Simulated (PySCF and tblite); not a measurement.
The numbers below are computed, except where a source is named.
# Dynamics report: rotation

System: C₄H₇NS, numbered as in [CH2:1]=[CH:2][C:3](=[S:4])[NH:5][CH3:6].

Motion: rotation about the C2–C3 bond (torsion C1–C2–C3–S4 from 0° to 160°, rising). Level: PBE0/pcSseg-1 + D3(BJ) on GFN2-xTB stationary points, with GFN2-xTB thermal terms. Rate constants are transition-state-theory values, counting equivalent paths, without tunnelling. Programs: tblite and PySCF.

| point | symmetry | E(GFN2) kcal/mol | E(DFT) kcal/mol | ZPE change kcal/mol | lowest mode cm⁻¹ | dipole D |
| --- | --- | --- | --- | --- | --- | --- |
| start | Cs | 0.0 | 0.0 | 0.00 | 49 | 4.32 |
| saddle | C1 | 4.0 | 3.7 | -0.24 | 108i | 4.45 |
| end | C1 | 0.6 | 0.7 | 0.05 | 56 | 4.55 |

```json
{"Electronic barrier": "3.8 kcal/mol", "Barrier with zero-point energy": "3.5 kcal/mol", "ΔH‡ (298 K)": "3.1 kcal/mol", "ΔS‡ (298 K, symmetry apart)": "-2.6 cal/(mol K)", "Paths": "2 equivalent paths", "End point": "a different minimum", "Mean lifetime of the start against this motion at 298 K": "55 ps", "Cost": "53 s on 1 thread of Arm Neoverse V1, shared host (rough), peak memory 0.72 GiB, launched as `OMP_NUM_THREADS=1 python ens_run.py task.json out`"}
```

```tsv
T/K	ΔG‡ kcal/mol	k s⁻¹	ΔG kcal/mol	k back s⁻¹
150	3.6	3×10⁷	0.7	1.6×10⁸
200	3.7	7.4×10⁸	0.7	2.1×10⁹
250	3.8	5.1×10⁹	0.7	9.8×10⁹
298	3.9	1.8×10¹⁰	0.7	2.8×10¹⁰
350	4.0	4.9×10¹⁰	0.6	6.2×10¹⁰
400	4.1	1×10¹¹	0.6	1.1×10¹¹
500	4.3	2.8×10¹¹	0.6	2.6×10¹¹
```

ΔG and ΔG‡ leave out symmetry numbers and mirror images; rates count paths: 2 out, 1 back.
